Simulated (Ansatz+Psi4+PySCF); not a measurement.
Results of a calculation; reference values are marked as such.
This Psi4 input gave a total energy of -621.77482 hartree.

```
molecule {
0 1
Na 0.000000 0.000000 -1.451660
Cl 0.000000 0.000000 5.721250
}

basis {
assign Cl cc-pV(T+d)Z
assign Na cc-pCVTZ
}
set reference uhf
set scf_type pk
set mp2_type conv
set cc_type conv
set num_frozen_docc 6
energy('mp2')
```

Task: Write an input for PySCF with the same method and basis set.

Result:

```python
from pyscf import gto, scf, mp

# the (T+d) and (D+d) sets load through basis_set_exchange
mol = gto.M(atom="""
Na 0.000000 0.000000 -1.451660
Cl 0.000000 0.000000 5.721250
""", basis={'Cl': 'cc-pv(t+d)z', 'Na': 'cc-pcvtz'}, charge=0, spin=0)
mf = scf.UHF(mol)
mf.kernel()
pt = mp.MP2(mf, frozen=6).run()
print(mf.e_tot, pt.e_corr, pt.e_tot)
```

PySCF 2.14.0 gave -621.77482 hartree, 0.00 meV from the first. The reference isn't the lowest determinant (another lies 0.76 eV lower), but the same method gives a higher total on the lower determinant.
